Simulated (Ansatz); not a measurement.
This geometry of CN + H2O (5 atoms, charge 0, multiplicity 2) is a first-order saddle point.

Method: Ansatz 0.2.0, UKS BLYP/def2-mTZVP.

```xyz
5
Properties=species:S:1:pos:R:3
H -0.142 -0.342 0.259
O 0.636 -1.197 0.439
C -0.568 0.895 -0.011
N -1.014 1.950 -0.255
H 1.089 -1.306 -0.432
```

**Question.** Which two structures does it join? (They come from a converged band through this point; their orientation in space is the band's.)

**Answer.** Bonds broken: H1–O2. Bonds formed: H1–C3. CN + H2O becomes HCN (or HNC) + HO.

Image 0:

```xyz
5
Properties=species:S:1:pos:R:3
H -0.155 -1.294 0.591
O 0.721 -0.875 0.444
C -0.421 1.099 -0.213
N -1.044 2.093 -0.311
H 0.899 -1.023 -0.511
```

Image 8:

```xyz
5
Properties=species:S:1:pos:R:3
H -0.241 0.251 0.151
O 0.909 -1.634 0.380
C -0.784 1.171 0.002
N -1.366 2.162 -0.167
H 1.482 -1.950 -0.365
```

**Question.** How far does it lie above each of them?

**Answer.** 7.2 kcal/mol above the first and 8.7 kcal/mol above the second. This is the barrier of this one path; another mechanism may lie lower.

Time of the run: 65 s on 2 threads of Intel(R) Xeon(R) Platinum 8488C (Sapphire Rapids) (shared host), peak memory 0.15 GiB.
